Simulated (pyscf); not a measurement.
Single points on ωB97X-D3(BJ)/def2-SVP structures (PySCF, gas phase).

Question: For the elementary gas-phase step `[OH][AsH][OH]` + `[SiH2]` [singlet] → `[OH][SiH2][AsH][OH]` (singlet surface; As–O broken, O–Si, As–Si formed), what barrier and reaction energy does ωB97M-D3(BJ)/def2-TZVP give, measured from the separated reactants?

Answer: ΔE‡ = -12.8 kcal/mol, ΔE = -74.1 kcal/mol. Zero-point energy shifts the barrier by +2.5 kcal/mol. It is an insertion, with an imaginary mode of 263i cm⁻¹. On the reactant side the descent ends in an adduct with a O–Si contact, 20.8 kcal/mol under the separated species and 3.5 kcal/mol under the saddle at ωB97X-D3(BJ)/def2-TZVP. At ωB97M-D3(BJ) the saddle lies under the separated reactants, which points to a path from their complex (located at ωB97X-D3(BJ) alone). What is counted as formed (O–Si) is already present as a longer contact in the reactant adduct; forming that adduct is a step of its own. At ωB97X-D3(BJ) the barrier from the zero used here is -17.3 kcal/mol. This is the saddle that the search found; another between the same sides may lie lower. Elements up to Kr have no core potential and no relativistic terms here.
